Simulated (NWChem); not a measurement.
## Correlation energy of hydrogen sulfide (H2S)

```xyz
3

S      0.0000     0.0000     0.1056
H     -0.9740     0.0000    -0.8447
H      0.9740     0.0000    -0.8447
```
Charge 0, spin multiplicity 1.

Program: NWChem. All single points use one geometry, from PBE/def2-SVP, a minimum by its harmonic frequencies.

Basis set: cc-pVDZ. Each correlation energy counts from its own Hartree-Fock reference.

```tsv
method	correlation energy (mHa)	difference from CCSD(T)
CR-CCSD[T]	-170.7	+0.4
CCSD+T(CCSD)	-171.1	-0.1
RI-MP2	-144.9	+26.1
CCSDT	-171.5	-0.4
MP2	-145.0	+26.1
CCSD	-167.7	+3.4
CR-CCSD(T)	-170.6	+0.5
CCSD(T)	-171.1	0.0
SCS-MP2	-147.1	+24.0
```

The values span 26.6 mHa, from CCSDT (lowest) to RI-MP2 (highest). 

The correlated methods keep 5 core orbitals frozen. Coupled-cluster values serve here as a point of comparison, not as the truth.
